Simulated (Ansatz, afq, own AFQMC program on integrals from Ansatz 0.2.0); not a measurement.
# AlBH, doublet: AFQMC among the cluster methods

```json
{"atom": "B", "x (Å)": "0.0000", "y (Å)": "-0.1809", "z (Å)": "1.8846"}
{"atom": "Al", "x (Å)": "0.0000", "y (Å)": "0.1131", "z (Å)": "-0.6897"}
{"atom": "H", "x (Å)": "0.0000", "y (Å)": "-1.0864", "z (Å)": "-1.7505"}
```

Connectivity, by distances: B ··· AlH.

Basis 6-31G. Noble-gas cores (and the filled d shells of Ga–Kr and In–Xe) are frozen. Integrals, coupled cluster, full CI and functionals: Ansatz 0.2.0; the random walks run on the same integrals in our own AFQMC program. ph-AFQMC/CISD is guided by a CISD state made of CCSD amplitudes; releasing the constraint for a short imaginary time cuts its bias at the price of noise, slowly where states lie close. ± is one standard error of the sampling.

Determinant: ROHF, the one that the program's search chose, which needn't be the lowest solution. The geometry is a point of a scan.

Full CI on the same integrals is exact in this basis and with this determinant's frozen core.

Cautions: a spin-contaminated unrestricted determinant lies lower (UHF 315 meV lower, ⟨S²⟩ 1.50); strong correlation (T1 0.063, weight of the determinant 0.81, largest double 0.18); the released energies have errors that jump between times, so the bars are unsure, so no released level is given (meV from the phaseless value at times in 1/Eh: -1 ± 4 at 0.24, -5 ± 3 at 0.51, 3 ± 15 at 0.99, -16.7 ± 2.0 at 1.62, -23.7 ± 2.1 at 2.40).

The T1 diagnostic is 0.0630. The weight of the determinant in the CISD state is 0.812 and the size of the correlated space is 7 electrons in 18 orbitals.

```json
{"level": "MP2", "correlation energy (eV)": "-1.7400"}
{"level": "CCSD", "correlation energy (eV)": "-2.7853"}
{"level": "CCSD(T)", "correlation energy (eV)": "-2.8780"}
```

Problem. Estimate where full CI lies against CCSD(T) on the same integrals.

Solution. 1.34 kcal/mol below CCSD(T).

Reference: full CI, correlation energy -2.936 eV.

| level | E − E(reference) (kcal/mol) | share of correlation (%) |
| --- | --- | --- |
| CCSD(T) | 1.34 | 98.02 |
| CCSDT | 0.17 | 99.75 |
| CCSDT(Q) | 0.04 | 99.94 |
| CCSDTQ | 0.00 | 99.99 |
| ph-AFQMC/CISD | 1.01 ± 0.08 | 98.51 |

CCSDT and higher add their correlation energy to the determinant of the CCSD(T) run, since their own runs factorise the integrals more tightly (a shift of under 2 meV). A walk keeps the symmetry of its determinant, which the program's search chose and which needn't be the lowest solution, so a lower state of the same spin and another symmetry isn't excluded.
